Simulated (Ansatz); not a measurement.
# hcp Zr

The numbers are results of revPBE (PAW; Ansatz, a program for electronic structure), not measurements.

Numerical settings: plane-wave cutoff 520 eV, 18×18×12 k mesh (along the axes of the cell as run), Fermi–Dirac smearing 0.05 eV, scalar-relativistic PAW data made under PBE.

Cell (relaxed at this level):

Zr is modelled in the hexagonal space group P6₃/mmc (No. 194), the hcp (Mg type) structure, Pearson symbol hP2. Lattice parameters: a = b = 3.2525 Å, c = 5.1954 Å, α = β = 90.00°, γ = 120.00°. Zr on 2c is surrounded by 12 Zr at 3.205–3.252 Å (anticuboctahedral). (Neighbours: up to the widest gap in distance over summed covalent radii, below 1.35, at either atom.)

For hcp Zr, the bulk modulus B0 is 90.2 GPa and the band gap is none. The pressure derivative B′ of the bulk modulus comes out as 3.3.

Measured, for comparison: bulk modulus 95.9 GPa (zero-point energy and finite temperature contributions removed, our sources range from 84.3 to 95.9; as tabulated in doi:10.1021/acs.jctc.3c00612). Computed (rounded) less measured: bulk modulus not scored (sources differ).

Note: the bulk modulus comes from volumes at which shape and atoms were relaxed.

Spin–orbit coupling is not included.

The computed numbers hold no vibrational or temperature effects.
